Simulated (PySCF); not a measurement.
**cyanide: adiabatic energies of losing or gaining an electron at several levels**

Structure: `[C-]#N` ([CN]-).

All levels share the PBE0-D3(BJ)/ma-def2-SVP structures and the PBE0-D3(BJ)/ma-def2-SVP thermal terms; only the single-point energies (PySCF) change. Values are adiabatic energies of losing or gaining an electron (0 K, eV).

```tsv
level	detachment energy to the radical	abs. error	time
HF/aug-cc-pVTZ	2.88	0.98	1.4 s
CCSD(T)/aug-cc-pVTZ	3.87	0.01	2.1 min
PBE0-D3(BJ)/ma-def2-TZVP	3.90	0.03	–
MP2/aug-cc-pVTZ	4.82	0.96	5.3 s
ATcT 1.112	3.86
```

Times are wall times for all single points of a level on 1 thread of Arm Neoverse V1, a shared host; the dash marks the run that also made the structures.

Hartree-Fock leaves out electron correlation, so its ionisation energies and electron affinities from energy differences come out too low, often by 1 eV or more.

At HF/aug-cc-pVTZ a relaxed species lies above the same state at the other structure, so the structures fit that level poorly.

The spread: 1.94 eV, from 2.88 to 4.82.
